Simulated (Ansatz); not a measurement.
# How methods differ on SiH3S (SMILES [SiH2]S)

SiH3S has 5 atoms, charge 0, and is taken as a doublet. SMILES: `[SiH2]S`. The shape is that of a PBE0-D4/def2-TZVP optimisation. This is one conformer, not always the lowest.

```xyz
5

Si   -0.0963   -0.6940   -0.3093
S     0.2731    1.4060   -0.2945
H    -0.0945   -1.2568    1.0730
H    -1.4403   -0.8432   -0.9299
H     1.4078    1.3143    0.4193
```

Quantity: the energy change with the S2–H5 bond stretched from 1.344 to 2.015 Å, in eV. The values are calculated.

| level | kind | program | value (eV) | less FCI/STO-3G | CPU time (all runs) |
| --- | --- | --- | --- | --- | --- |
| USVWN5/STO-3G | LDA | Ansatz | 2.67 | +0.24 | 1.4 s |
| U-revPBE/STO-3G | GGA | Ansatz | 2.49 | +0.06 | 2.8 s |
| U-r2SCAN/STO-3G | meta-GGA | Ansatz | 2.78 | +0.35 | 7.1 s |
| U-wB97M-V/STO-3G | range-separated hybrid | Ansatz | 3.06 | +0.63 | 30 s |
| UCAM-B3LYP/STO-3G | range-separated hybrid | Ansatz | 3.03 | +0.60 | 5.8 s |
| UMP2/STO-3G | perturbation theory | Ansatz | 3.21 | +0.78 | 0.54 s |
| UCCSDT/STO-3G | coupled cluster or CI | Ansatz | 2.44 | +0.01 | 1.3 s |
| UCCSDTQ/STO-3G | coupled cluster or CI | Ansatz | 2.43 | 0.00 | 56 s |
| FCI/STO-3G | exact in the basis | Ansatz | 2.43 | 0.00 | 4.4 s |

FCI/STO-3G is exact within its basis and frozen core, so for wave-function methods in that basis the difference is their error; functionals converge differently with the basis, so for them it is only a difference. The first shape isn't each level's own minimum. The values span 2.43 to 3.21 eV. Spin contamination of the reference (⟨S²⟩ at least 0.1 too high) touches UCAM-B3LYP/STO-3G, UMP2/STO-3G, UCCSDT/STO-3G, UCCSDTQ/STO-3G. All rows use very small basis sets, so even the best lies far from the true value. Times are those of the runs behind each value, whatever else they computed, on shared processors of several kinds: orders of magnitude only.
